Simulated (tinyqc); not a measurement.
Inside a calculation. Method: RHF in the sto-3g basis, for LiH, spin multiplicity 1. Computed by tinyqc, a small Python program that keeps every step (integrals from PySCF). Settings: charge = 0, multiplicity = 1, basis = sto-3g, energy threshold = 1e-09, iteration cap = 74, orthogonalisation = symmetric, start = random, DIIS depth = 4, DIIS from iteration = 2, method = RHF. Command: `OMP_NUM_THREADS=1 python tinyqc.py 20614 20615 out.jsonl` (the two numbers bound the seeds that draw the settings). One thread of a shared host (Intel(R) Xeon(R) Processor @ 2.60GHz), about 0.08 s of CPU time with the checks. Later iterations appear only in the table of the cycle.

## One-electron integrals

Geometry (angstrom):

| atom | x | y | z |
|---|---|---|---|
| Li | 0.000000 | 0.000000 | 0.000000 |
| H | 0.000000 | 0.000000 | 1.706000 |

Basis sto-3g: exponents (1/bohr^2) and contraction coefficients of normalised primitives:

| element | l (shell) | exponent | coefficient |
|---|---|---|---|
| Li | s (1) | 16.119575 | 0.154329 |
| Li | s (1) | 2.936201 | 0.535328 |
| Li | s (1) | 0.794651 | 0.444635 |
| Li | s (2) | 0.636290 | -0.099967 |
| Li | s (2) | 0.147860 | 0.399513 |
| Li | s (2) | 0.048089 | 0.700115 |
| Li | p (3) | 0.636290 | 0.155916 |
| Li | p (3) | 0.147860 | 0.607684 |
| Li | p (3) | 0.048089 | 0.391957 |
| H | s (1) | 3.425251 | 0.154329 |
| H | s (1) | 0.623914 | 0.535328 |
| H | s (1) | 0.168855 | 0.444635 |

Overlap, kinetic and nuclear-attraction integrals over the contracted functions; the nuclear repulsion is the sum of Za Zb / Rab.

nuclear repulsion = 0.93055782 hartree

overlap S, lower triangle:
```
           1Li 1s    1Li 2s   1Li 2px   1Li 2py   1Li 2pz     2H 1s
1Li 1s   1.000000
1Li 2s   0.241137  1.000000
1Li 2px  0.000000  0.000000  1.000000
1Li 2py  0.000000  0.000000  0.000000  1.000000
1Li 2pz  0.000000  0.000000  0.000000  0.000000  1.000000
2H 1s    0.052985  0.368901  0.000000  0.000000  0.491545  1.000000
```

kinetic energy T (hartree), lower triangle:
```
            1Li 1s    1Li 2s   1Li 2px   1Li 2py   1Li 2pz     2H 1s
1Li 1s    3.576786
1Li 2s   -0.020237  0.102163
1Li 2px   0.000000  0.000000  0.319682
1Li 2py   0.000000  0.000000  0.000000  0.319682
1Li 2pz   0.000000  0.000000  0.000000  0.000000  0.319682
2H 1s    -0.013807  0.035299  0.000000  0.000000  0.112495  0.760032
```

nuclear attraction V (hartree), lower triangle:
```
            1Li 1s     1Li 2s    1Li 2px    1Li 2py    1Li 2pz      2H 1s
1Li 1s   -8.293067
1Li 2s   -1.039139  -1.486495
1Li 2px   0.000000   0.000000  -1.445802
1Li 2py   0.000000   0.000000   0.000000  -1.445802
1Li 2pz  -0.014165  -0.116158   0.000000   0.000000  -1.538783
2H 1s    -0.225757  -0.664660   0.000000   0.000000  -0.896572  -2.155672
```

core Hamiltonian H = T + V (hartree), lower triangle:
```
            1Li 1s     1Li 2s    1Li 2px    1Li 2py    1Li 2pz      2H 1s
1Li 1s   -4.716281
1Li 2s   -1.059377  -1.384332
1Li 2px   0.000000   0.000000  -1.126120
1Li 2py   0.000000   0.000000   0.000000  -1.126120
1Li 2pz  -0.014165  -0.116158   0.000000   0.000000  -1.219101
2H 1s    -0.239563  -0.629361   0.000000   0.000000  -0.784077  -1.395640
```

## Two-electron integrals

Functions are numbered as in S; the eight-fold symmetry (ij|kl) = (ji|kl) = (kl|ij) leaves the list below.

Two-electron integrals (ij|kl) in chemists' order, unique and non-zero (hartree):
```
(11|11) 1.680395   (21|11) 0.265420   (21|21) 0.049941   (22|11) 0.397727
(22|21) 0.092860   (22|22) 0.290562   (31|31) 0.008981   (32|31) 0.013788
(32|32) 0.064184   (33|11) 0.396640   (33|21) 0.092880   (33|22) 0.290497
(33|33) 0.312946   (41|41) 0.008981   (42|41) 0.013788   (42|42) 0.064184
(43|43) 0.016869   (44|11) 0.396640   (44|21) 0.092880   (44|22) 0.290497
(44|33) 0.279207   (44|44) 0.312946   (51|51) 0.008981   (52|51) 0.013788
(52|52) 0.064184   (53|53) 0.016869   (54|54) 0.016869   (55|11) 0.396640
(55|21) 0.092880   (55|22) 0.290497   (55|33) 0.279207   (55|44) 0.279207
(55|55) 0.312946   (61|11) 0.056541   (61|21) 0.010698   (61|22) 0.020275
(61|33) 0.020038   (61|44) 0.020038   (61|51) 0.001271   (61|52) 0.002473
(61|55) 0.020758   (61|61) 0.002506   (62|11) 0.134584   (62|21) 0.031808
(62|22) 0.105444   (62|33) 0.099975   (62|44) 0.099975   (62|51) 0.005154
(62|52) 0.031443   (62|55) 0.116273   (62|61) 0.008147   (62|62) 0.063865
(63|31) 0.002527   (63|32) 0.011816   (63|53) 0.004819   (63|63) 0.004518
(64|41) 0.002527   (64|42) 0.011816   (64|54) 0.004819   (64|64) 0.004518
(65|11) 0.167269   (65|21) 0.039942   (65|22) 0.137355   (65|33) 0.128049
(65|44) 0.128049   (65|51) 0.007990   (65|52) 0.048168   (65|55) 0.155810
(65|61) 0.010630   (65|62) 0.091023   (65|65) 0.131502   (66|11) 0.309450
(66|21) 0.074391   (66|22) 0.271031   (66|33) 0.247289   (66|44) 0.247289
(66|51) 0.013630   (66|52) 0.102132   (66|55) 0.318232   (66|61) 0.019848
(66|62) 0.205533   (66|65) 0.304106   (66|66) 0.774606
```

## Orthogonalisation

S = U s U^T; symmetric (Loewdin) form X = U s^(-1/2) U^T, so that X^T S X = 1.

eigenvalues of S: 0.377722  0.800088  1.000000  1.000000  1.174318  1.647872

X, lower triangle:
```
            1Li 1s     1Li 2s   1Li 2px   1Li 2py    1Li 2pz     2H 1s
1Li 1s    1.023228
1Li 2s   -0.130020   1.096757
1Li 2px   0.000000   0.000000  1.000000
1Li 2py   0.000000   0.000000  0.000000  1.000000
1Li 2pz  -0.006339   0.097065  0.000000  0.000000   1.127361
2H 1s     0.012074  -0.250569  0.000000  0.000000  -0.329729  1.199525
```

## Starting guess

The start is random orthonormal orbitals; D = 2 C_occ C_occ^T.

D at the start, lower triangle:
```
            1Li 1s     1Li 2s    1Li 2px    1Li 2py    1Li 2pz     2H 1s
1Li 1s    1.610472
1Li 2s   -0.034375   0.259506
1Li 2px   0.165941   0.521524   1.082491
1Li 2py   0.388949   0.120293   0.301004   0.157840
1Li 2pz   0.335649   0.206343   0.467805   0.187164   0.246115
2H 1s     0.408764  -0.600197  -1.158017  -0.195206  -0.402818  1.455670
```

## Iteration 1: building the Fock matrix

J_ij = sum D_kl (ij|kl), K_ij = sum D_kl (ik|jl); F = H + J - 0.5 K; E = tr D H + tr D J / 2 - 0.25 tr D K + E_nn.

Coulomb J (hartree), lower triangle:
```
           1Li 1s    1Li 2s   1Li 2px   1Li 2py   1Li 2pz     2H 1s
1Li 1s   3.581148
1Li 2s   0.632852  1.315230
1Li 2px  0.011510  0.044158  1.312509
1Li 2py  0.009317  0.021555  0.010155  1.281313
1Li 2pz  0.019976  0.109886  0.004622  0.004433  1.346219
2H 1s    0.140017  0.566828  0.007209  0.004849  0.760855  1.652000
```

exchange K (hartree), lower triangle:
```
           1Li 1s    1Li 2s    1Li 2px    1Li 2py   1Li 2pz     2H 1s
1Li 1s   2.750299
1Li 2s   0.493570  0.211919
1Li 2px  0.096809  0.073220   0.366324
1Li 2py  0.166193  0.062332   0.089120   0.092557
1Li 2pz  0.205487  0.092370  -0.015357   0.029478  0.142726
2H 1s    0.262391  0.172495  -0.167395  -0.002062  0.253352  0.754795
```

Fock matrix F (hartree), lower triangle:
```
            1Li 1s     1Li 2s    1Li 2px    1Li 2py    1Li 2pz      2H 1s
1Li 1s   -2.510282
1Li 2s   -0.673310  -0.175062
1Li 2px  -0.036895   0.007548   0.003227
1Li 2py  -0.073779  -0.009611  -0.034405   0.108914
1Li 2pz  -0.096932  -0.052457   0.012300  -0.010306   0.055755
2H 1s    -0.230742  -0.148780   0.090906   0.005880  -0.149898  -0.121038
```

total energy of this density = -6.53245011 hartree

## Iteration 1: diagonalisation and new density

Diagonalise F' = X^T F X, C = X C', fill 2 alpha and 2 beta electrons from the bottom; D = 2 C_occ C_occ^T. Each column has its largest component positive (the first on a tie).

F' = X^T F X (hartree), lower triangle:
```
           1          2          3          4          5         6
1  -2.456114
2  -0.364119  -0.002752
3  -0.037713  -0.008509   0.003227
4  -0.074107  -0.003422  -0.034405   0.108914
5  -0.083991   0.031792  -0.015141  -0.014022   0.166685
6  -0.092142  -0.126456   0.102652   0.011968  -0.201232  0.018052
```

orbital energies (hartree): MO1 -2.519148, MO2 -0.177651, MO3 0.014362, MO4 0.040266, MO5 0.122768, MO6 0.357414

coefficients C:
```
              MO1        MO2        MO3        MO4        MO5        MO6
1Li 1s   0.991835  -0.114628  -0.135168  -0.195948  -0.044293  -0.092634
1Li 2s   0.022348   0.175313   0.366440   0.889887   0.108911   0.568081
1Li 2px  0.014002  -0.420448   0.830375  -0.095082  -0.289213  -0.202040
1Li 2py  0.028185  -0.081539   0.257671  -0.184948   0.943844  -0.033391
1Li 2pz  0.029899   0.202634   0.262590  -0.456023  -0.108034   1.028878
2H 1s    0.018785   0.717217   0.078414  -0.200445  -0.035505  -1.023802
```

D after iteration 1, lower triangle:
```
            1Li 1s     1Li 2s    1Li 2px    1Li 2py   1Li 2pz     2H 1s
1Li 1s    1.993754
1Li 2s    0.004139   0.062468
1Li 2px   0.124166  -0.146794   0.353945
1Li 2py   0.074602  -0.027330   0.069355   0.014886
1Li 2pz   0.012854   0.072385  -0.169557  -0.031360  0.083909
2H 1s    -0.127163   0.252314  -0.602578  -0.115903  0.291788  1.029506
```

## Iteration 2: building the Fock matrix

As before.

Coulomb J (hartree), lower triangle:
```
            1Li 1s     1Li 2s    1Li 2px    1Li 2py   1Li 2pz     2H 1s
1Li 1s    4.026641
1Li 2s    0.690674   1.350648
1Li 2px  -0.004863  -0.029659   1.322733
1Li 2py   0.000001  -0.004190   0.002340   1.311294
1Li 2pz   0.023200   0.158141  -0.011528  -0.002175  1.410901
2H 1s     0.153718   0.621364  -0.009920  -0.001618  0.842935  1.841161
```

exchange K (hartree), lower triangle:
```
           1Li 1s     1Li 2s    1Li 2px    1Li 2py   1Li 2pz     2H 1s
1Li 1s   3.354018
1Li 2s   0.548358   0.276768
1Li 2px  0.021109  -0.106183   0.147245
1Li 2py  0.024730  -0.014692   0.020534   0.046858
1Li 2pz  0.021537   0.205591  -0.130265  -0.024685  0.303095
2H 1s    0.131019   0.391255  -0.187870  -0.034724  0.521611  1.108806
```

Fock matrix F (hartree), lower triangle:
```
            1Li 1s     1Li 2s    1Li 2px   1Li 2py    1Li 2pz      2H 1s
1Li 1s   -2.366649
1Li 2s   -0.642882  -0.172069
1Li 2px  -0.015418   0.023432   0.122990
1Li 2py  -0.012364   0.003156  -0.007927  0.161745
1Li 2pz  -0.001733  -0.060813   0.053604  0.010167   0.040252
2H 1s    -0.151355  -0.203625   0.084015  0.015744  -0.201947  -0.108882
```

total energy of this density = -7.72448792 hartree

## Iteration 2: diagonalisation and new density

As before.

F' = X^T F X (hartree), lower triangle:
```
           1          2          3         4          5         6
1  -2.312882
2  -0.362459   0.028882
3  -0.018148   0.011855   0.122990
4  -0.012936   0.002111  -0.007927  0.161745
5  -0.000824   0.047584   0.035101  0.006656   0.187650
6  -0.023700  -0.220428   0.077046  0.014592  -0.284036  0.108185
```

orbital energies (hartree): MO1 -2.369135, MO2 -0.227871, MO3 0.071816, MO4 0.144358, MO5 0.163350, MO6 0.514051

coefficients C:
```
              MO1        MO2        MO3        MO4        MO5        MO6
1Li 1s   0.991720  -0.134333  -0.224507   0.010832  -0.006268   0.109413
1Li 2s   0.031890   0.350022   0.845570  -0.089148   0.009964  -0.667397
1Li 2px  0.005790  -0.226891   0.240585   0.920874  -0.197433   0.060141
1Li 2py  0.004812  -0.044994   0.034943   0.189239   0.980211   0.010260
1Li 2pz  0.000868   0.330296  -0.516902   0.277481  -0.009861  -0.967342
2H 1s    0.001255   0.610277  -0.090477   0.101874   0.000006   1.104313
```

D after iteration 2, lower triangle:
```
            1Li 1s     1Li 2s    1Li 2px    1Li 2py   1Li 2pz     2H 1s
1Li 1s    2.003109
1Li 2s   -0.030788   0.247065
1Li 2px   0.072442  -0.158465   0.103026
1Li 2py   0.021633  -0.031191   0.020473   0.004095
1Li 2pz  -0.087018   0.231277  -0.149872  -0.029714  0.218192
2H 1s    -0.161471   0.427301  -0.276918  -0.054906  0.403146  0.744878
```

## Iteration 10 (converged): orbitals

converged F (hartree), lower triangle:
```
            1Li 1s     1Li 2s   1Li 2px   1Li 2py    1Li 2pz      2H 1s
1Li 1s   -2.348988
1Li 2s   -0.640180  -0.223185
1Li 2px   0.000000   0.000000  0.163839
1Li 2py   0.000000   0.000000  0.000000  0.163839
1Li 2pz   0.014497  -0.096222  0.000000  0.000000   0.011098
2H 1s    -0.145006  -0.252909  0.000000  0.000000  -0.227922  -0.130949
```

As before.

F' = X^T F X (hartree), lower triangle:
```
           1          2         3         4          5         6
1  -2.295932
2  -0.356006  -0.013920
3   0.000000   0.000000  0.163839
4   0.000000   0.000000  0.000000  0.163839
5   0.019487   0.018060  0.000000  0.000000   0.162223
6  -0.017346  -0.258450  0.000000  0.000000  -0.299664  0.114417
```

orbital energies (hartree): MO1 -2.351563, MO2 -0.276075, MO3 0.077153, MO4 0.163839, MO5 0.163839, MO6 0.517273

coefficients C:
```
               MO1        MO2        MO3       MO4        MO5        MO6
1Li 1s    0.991329  -0.161063  -0.211302  0.000000   0.000000   0.103744
1Li 2s    0.033146   0.464300   0.798462  0.000000   0.000000  -0.661644
1Li 2px   0.000000   0.000000   0.000000  0.910861  -0.412714   0.000000
1Li 2py   0.000000   0.000000   0.000000  0.412714   0.910861   0.000000
1Li 2pz  -0.005632   0.342282  -0.609984  0.000000   0.000000  -0.948608
2H 1s     0.002291   0.556108  -0.148958  0.000000   0.000000   1.130956
```

D after iteration 10, lower triangle:
```
            1Li 1s    1Li 2s   1Li 2px   1Li 2py   1Li 2pz     2H 1s
1Li 1s    2.017349
1Li 2s   -0.083845  0.433346
1Li 2px   0.000000  0.000000  0.000000
1Li 2py   0.000000  0.000000  0.000000  0.000000
1Li 2pz  -0.121425  0.317470  0.000000  0.000000  0.234378
2H 1s    -0.174594  0.516553  0.000000  0.000000  0.380666  0.618522
```

Within a degenerate level the vectors are fixed only up to a rotation; this is one choice.

## Convergence

Stop when the energy changes by less than 1e-09 hartree and every element of the error matrix X^T (F D S - S D F) X is below 9e-06.

Course of the cycle:

| iteration | E (hartree) | change | largest element of the error matrix |
|---|---|---|---|
| 1 | -6.53245011 | - | 9.68e-01 |
| 2 | -7.72448792 | -1.19e+00 | 1.30e-01 |
| 3 | -7.82650267 | -1.02e-01 | 6.15e-02 |
| 4 | -7.85367196 | -2.72e-02 | 2.46e-02 |
| 5 | -7.85667889 | -3.01e-03 | 3.46e-03 |
| 6 | -7.85677404 | -9.51e-05 | 8.74e-04 |
| 7 | -7.85677773 | -3.69e-06 | 2.62e-04 |
| 8 | -7.85677817 | -4.40e-07 | 5.55e-05 |
| 9 | -7.85677818 | -1.20e-08 | 8.85e-07 |
| 10 | -7.85677818 | -5.67e-13 | 2.31e-07 |

PySCF RHF in the same basis = -7.85677818 hartree

Converged in 10 iterations.

## Populations, bond orders and dipole

Mulliken: Z minus the diagonal of D S on the atom; Loewdin: the same with S^(1/2) D S^(1/2); Mayer order: 2 sum_s sum (D(s) S)_ij (D(s) S)_ji over the two atoms.

Charges (e):

| atom | Mulliken | Loewdin |
|---|---|---|
| 1Li | -0.013057 | -0.010988 |
| 2H | 0.013057 | 0.010988 |

Mayer bond orders:

| pair | order |
|---|---|
| 2-1 | 0.999830 |

dipole moment about the origin, x y z (debye): 0.000003  0.000001  -4.889040
